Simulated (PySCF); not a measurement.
## Static response to an electric field

Species: formimide, C2H3NO2.
Structure used (GFN2-xTB), in Å, numbered top down from 1:
```
atom  x, y, z in Å
O1    -1.4255   -1.3072    0.3640
C2    -1.2292   -0.1545    0.1474
N3     0.0024    0.4466   -0.0617
C4     1.2306   -0.1967   -0.0529
O5     1.4200   -1.3558    0.1329
H6    -2.0350    0.6025    0.0840
H7     0.0049    1.4419   -0.2347
H8     2.0408    0.5326   -0.2482
```

Level: wB97X-D/def2-SVPD (PySCF), static field, nuclei fixed, core orbitals frozen in the response. The polarisability tensor in these axes (au):

```
x   47.48 -0.31 -1.76
y   -0.31 44.85 -3.25
z   -1.76 -3.25 26.70
```

Q: What are the eigenvalues, a third of the trace, and Δα (Δα² = ½Σ(αi − αj)² over the three pairs)?

A: Principal values 25.99, 45.42 and 47.63 au; mean 39.68 au = 5.88 Å³ = 6.54 × 10⁻⁴⁰ C²·m²/J; Δα = 20.63 au (52 % of the mean).

Q: What is the dipole moment, and where does it point?

A: (0.02, 5.69, -0.99) D, 5.78 D in size, pointing from the negative to the positive side. Measured along this direction, the outermost atoms are O1 and O5 at the negative end and H7 at the positive end.

Q: In a dilute gas of rigid molecules at 273 K, how does the orientational term μ²/3kT compare with the electronic polarisability?

A: In Gaussian units μ²/3kT = 295.38 Å³ against 5.88 Å³, a ratio of 50.23; the Debye molar polarisation (4π/3)N_A(α + μ²/3kT) is 759.9 cm³/mol, leaving out the vibrational part.

Q: Directions of the eigenvectors, and the extent of the frame along each?

A: Largest value along (1.00, -0.02, -0.08), where the nuclei span 4.09 Å; middle along (0.00, 0.99, -0.17), 2.82 Å; least along (0.08, 0.17, 0.98), 0.00 Å. The response follows the extents in order.

Q: What would n − 1 = 2πNα be for an ideal gas of these molecules at 298.15 K and 1 atm, electronic part alone?

A: N = p/kT = 2.4615 × 10¹⁹ cm⁻³, so n − 1 = 2π × N × 5.88 × 10⁻²⁴ cm³ = 909 × 10⁻⁶ at long wavelengths.

Q: Sum over states: ᾱ = Σ f/ω², ω in Eh. What share falls to these 8 lowest TDDFT singlets (eV, f)? 4.50, 0.0019; 5.48, 0.0000; 6.80, 0.2089; 7.34, 0.0269; 7.72, 0.0000; 7.98, 0.0041; 8.16, 0.0905; 8.73, 0.0006.

A: They add up to 4.84 au, 12.2 % of the 39.68 au; the largest single term is 3.35 au, from the state at 6.80 eV. Terms in order: 0.07, 0.00, 3.35, 0.37, 0.00, 0.05, 1.01, 0.01 au. Higher excitations give the rest. The strengths listed sum to 0.333.

Geometry: GFN2-xTB, one conformer, isolated molecule.

The pairwise dispersion term of wB97X-D wasn't added to the energies; at a given geometry it leaves orbitals and properties as they are.
